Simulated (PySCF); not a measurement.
**MgSi (triplet): the SCF solver's settings**

Aim: find out which solver settings change the answer for MgSi (triplet).

Computed with PySCF 2.14.0. Level: each script names its method and basis.

4 further runs of the same task are left out: 4 that didn't finish.

### 1 The starting structure

MgSi (triplet): 2 atoms, charge 0, spin multiplicity 3.

Bond lengths: Mg1–Si2 2.347 Å.

### 2 Base script

File input.py:

```python
from pyscf import gto, scf, mp

mol = gto.M(
    atom='Mg 0 0 0; Si 0 0 2.347',
    basis='jorge-dzp',
    charge=0,
    spin=2,
    symmetry=True,
    verbose=4,
)
mf = scf.UHF(mol)
mf = mf.density_fit(auxbasis='def2-universal-jkfit')
mf.kernel()
mp.MP2(mf).kernel()
mf.dip_moment()
print('orbital energies (hartree):', [e[max(0, n-3):n+3].round(4) for e, n in zip(mf.mo_energy, mol.nelec)])
```

Command:

```console
> OMP_NUM_THREADS=1 python input.py
```

The log of this run is left out.

Base result: E(SCF) = -488.450780 Eh, 14 cycles, E(MP2) − E(SCF) = -0.23837 Eh, ⟨S²⟩ = 2.041, μ = 3.99 D (of the SCF density).

The bond length is a typed value, not an optimised one. The triplet is typed in the script; nothing here shows that it is the ground state.

### 3 Convergence threshold 0.001 hartree

Run 1 changes convergence threshold: default → 0.001 hartree.

File input.py:

```python
from pyscf import gto, scf, mp

mol = gto.M(
    atom='Mg 0 0 0; Si 0 0 2.347',
    basis='jorge-dzp',
    charge=0,
    spin=2,
    symmetry=True,
    verbose=4,
)
mf = scf.UHF(mol)
mf = mf.density_fit(auxbasis='def2-universal-jkfit')
mf.conv_tol = 0.001
mf.kernel()
mp.MP2(mf).kernel()
mf.dip_moment()
print('orbital energies (hartree):', [e[max(0, n-3):n+3].round(4) for e, n in zip(mf.mo_energy, mol.nelec)])
```

Command:

```console
> OMP_NUM_THREADS=1 python input.py
```

### 4 Damping 0.5

Run 2 changes damping: none → 0.5.

Edit input.py of step 2 so:

```diff
@@ -12,2 +12,4 @@
 mf = mf.density_fit(auxbasis='def2-universal-jkfit')
+mf.damp = 0.5
+mf.diis_start_cycle = 8
 mf.kernel()
```

### 5 Convergence threshold 1e-16 hartree

Run 3 changes convergence threshold: default → 1e-16 hartree.

Edit input.py of step 2 so:

```diff
@@ -12,2 +12,3 @@
 mf = mf.density_fit(auxbasis='def2-universal-jkfit')
+mf.conv_tol = 1e-16
 mf.kernel()
```

### 6 DIIS space 12

Run 4 changes DIIS space: default → 12.

Edit input.py of step 2 so:

```diff
@@ -12,2 +12,3 @@
 mf = mf.density_fit(auxbasis='def2-universal-jkfit')
+mf.diis_space = 12
 mf.kernel()
```

**Question.** What will these runs give? Wanted: for each run, E(SCF); from base; gap, α spin; SCF dipole; after the SCF.

The runs gave:

| run | E(SCF) (hartree) | from base (eV) | cycles | gap, α spin (eV) | SCF dipole (D) | after the SCF |
| --- | --- | --- | --- | --- | --- | --- |
| base | -488.450780 | 0 | 14 | 7.19 | 3.99 | MP2 correlation -6.486 eV |
| convergence threshold 0.001 hartree (poor choice) | -488.455192 | not comparable | 5 | 7.26 | 3.75 | MP2 correlation -6.488 eV |
| damping 0.5 | -488.450780 | 0.0000 | 17 | 7.19 | 3.99 | MP2 correlation -6.486 eV |
| convergence threshold 1e-16 hartree | -488.450780 | 0.0000 | 30 | 7.19 | 3.99 | MP2 correlation -6.486 eV |
| DIIS space 12 | -488.450780 | 0.0000 | 14 | 7.19 | 3.99 | MP2 correlation -6.486 eV |

Distance from each run's final energy (log10 hartree) by cycle:

| run | cycle 1 | cycle 2 | cycle 3 | cycle 5 | cycle 8 | cycle 12 |
| --- | --- | --- | --- | --- | --- | --- |
| base | -1.9 | -3.0 | -3.0 | -2.5 | -6.0 | -8.6 |
| convergence threshold 0.001 hartree (poor choice) | -1.7 | -2.3 | -2.5 | -2.9 | done | done |
| damping 0.5 | -1.9 | -2.4 | -2.9 | -3.0 | -2.5 | -5.5 |
| convergence threshold 1e-16 hartree | -1.9 | -3.0 | -3.0 | -2.5 | -6.0 | -8.6 |
| DIIS space 12 | -1.9 | -3.0 | -3.0 | -2.5 | -6.0 | -8.7 |

**Reading.** The SCF energy stays the same, to the digits that matter, with damping 0.5 or convergence threshold 1e-16 hartree or DIIS space 12. The base needs 14 cycles and the run with damping 0.5 needs 17. Rows marked «poor choice» come from settings spoiled on purpose.
